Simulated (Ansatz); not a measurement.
# AlClH2O: the cost of one run

Method: RKS PBE0/cc-pVDZ, in Ansatz 0.2.0.

### Step 1. The starting structure

Bond lengths: O1–Al2 1.785 Å, Al2–Cl3 2.191 Å, O1–H4 0.963 Å, Al2–H5 1.591 Å. Angles: O1–Al2–Cl3 118.0°, O1–Al2–H5 121.3°, Cl3–Al2–H5 120.8°, Al2–O1–H4 103.4°.

As a file:

```xyz
5

O    -1.0302    0.0451   -0.9627
Al    0.4306    0.0977    0.0621
Cl    1.3057   -1.8063    0.7030
H    -1.7507    0.1088   -0.3271
H     1.0944    1.4810    0.4833
```

### Step 2. Relaxing end A

input.yaml

```yaml
crystal:
  periodic: [false, false, false]
  atoms:
    - { symbol: O, position_ang: [-1.0302, 0.0451, -0.9627] }
    - { symbol: Al, position_ang: [0.4306, 0.0977, 0.0621] }
    - { symbol: Cl, position_ang: [1.3057, -1.8063, 0.703] }
    - { symbol: H, position_ang: [-1.7507, 0.1088, -0.3271] }
    - { symbol: H, position_ang: [1.0944, 1.481, 0.4833] }
basis:
  gaussian: { orbitals: cc-pVDZ }
hamiltonian:
  xc: pbe0
relax:
  f_tol: 0.015
  max_steps: 40
```

Run with:

```bash
$ ansatz run input.yaml --threads 1 --pin off --max-ram 2048MiB --backend cpu --events-out ev --progress --plain --runs-dir out
```

Q: Estimate wall time and peak memory on 1 thread of an Arm CPU, shared host.

About 21 s, with a peak of 0.13 GiB.
